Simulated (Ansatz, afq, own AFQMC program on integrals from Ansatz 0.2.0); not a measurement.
Two steps: Ansatz 0.2.0 writes the Fock matrix and Cholesky factors of the valence space, and afq projects on them the lowest state that overlaps trial and start.

```yaml
crystal:
  periodic: [false, false, false]
  atoms:
    - {symbol: Si, position_ang: [-0.912532, 0.000000, 0.000000]}
    - {symbol: H, position_ang: [-1.407404, 1.399708, 0.000000]}
    - {symbol: H, position_ang: [-1.407403, -0.699854, 1.212183]}
    - {symbol: H, position_ang: [-1.407404, -0.699854, -1.212182]}
    - {symbol: H, position_ang: [0.675468, 0.000000, 0.000000]}
    - {symbol: C, position_ang: [2.022468, 0.000000, -0.000001]}
    - {symbol: H, position_ang: [2.436936, 0.000000, 0.996160]}
    - {symbol: H, position_ang: [2.436936, 0.000000, -0.996162]}
basis:
  gaussian: {orbitals: cc-pVDZ}
magnetization: {spin_polarized: true, initial_magnetization: 2}
correlation: {method: ccsd_t, electrons: outside_noble_gas, hamiltonian_folder: ham}
```

```sh
$ ansatz run in.yaml --threads 1 --pin off --events-out ev --progress --plain --max-ram 16896MiB --backend cuda --devices 0, --max-vram 18GiB
```

afq runs on the folder ham with

```
--method phaseless --trial cisd --walkers 4000 --populations 20 --least-time 60 --time-step 0.005 --steps-per-block 50 --equilibration-blocks 28 --max-blocks 4000 --target-error 0.00022 --factor-cut 1e-05 --start spin_pure --seed 776 --release-times 0.24,0.51,0.99,1.62,2.4 --release-step 0.03 --release-every 3 --taylor-order 6
```

Times are imaginary, in 1/Eh. The walk had a cap of 201 s. With eight or more populations the least sampling time is a fifth of least-time, and the error comes from their spread.

Output of the walk:

```
orbitals 56  electrons 8 6  factors 438 of 571
reference energy -330.13483898 Eh
CCSD correlation -0.27959794 Eh in 11 cycles, weight of the determinant in the CISD state 0.8698
energy of the start -330.412940 Eh
 block  time / (1/Eh)  mean weight  energy / Eh
     1     0.250  0.9998  -330.408375
     2     0.500  1.0000  -330.410822
     3     0.750  1.0001  -330.413850
     4     1.000  1.0001  -330.416233
     5     1.250  0.9999  -330.417685
    12     3.000  0.9999  -330.421149
    19     4.750  0.9999  -330.421863
    26     6.500  0.9999  -330.422055
    31     7.750  0.9999  -330.420746
    33     8.250  0.9998  -330.421685
    40    10.000  1.0000  -330.422672
    47    11.750  0.9999  -330.421778
    54    13.500  1.0003  -330.422037
    61    15.250  1.0005  -330.421769
    68    17.000  1.0002  -330.421331
    70    17.500  1.0000  -330.423016
    75    18.750  0.9998  -330.422005
    78    19.500  1.0000  -330.422246
error from the spread of 20 populations
released: time / (1/Eh)  energy / Eh  error  mean overlap
  0.24  -330.422021  0.000069  0.9979
  0.51  -330.422102  0.000069  0.9961
  0.99  -330.422018  0.000082  0.9967
  1.62  -330.422096  0.000090  0.9966
  2.40  -330.422164  0.000170  0.9864
energy -330.422064 +/- 0.000104 Eh
(rows thinned)
```

The run passed its tests (sampling time, drift between the halves within three errors, error under three times the target), which doesn't prove that it has relaxed.

Against this walk (error 2.8 meV) on the same determinant: CCSD(T) 42.5 meV higher, CCSDT(Q) 2.5 meV higher (within the noise). The error is statistical and leaves out the bias of the constraint. Released to 2.40 1/Eh the energy moves by -3 ± 5 meV (both errors), within twice the noise.

Cautions: constraint bias not in the error; lower spins were not checked.

The walk took 100 s on 1 × NVIDIA H100 80GB HBM3 with 2 threads of AMD EPYC 7R13 Processor (Zen 3), on a shared host (the card was shared). The log's last line is the phaseless energy.

CCSDT and higher add their correlation energy to the determinant of the CCSD(T) run, since their own runs factorise the integrals more tightly (a shift of under 2 meV). A walk keeps the symmetry of its determinant, which the program's search chose and which needn't be the lowest solution, so a lower state of the same spin and another symmetry isn't excluded.
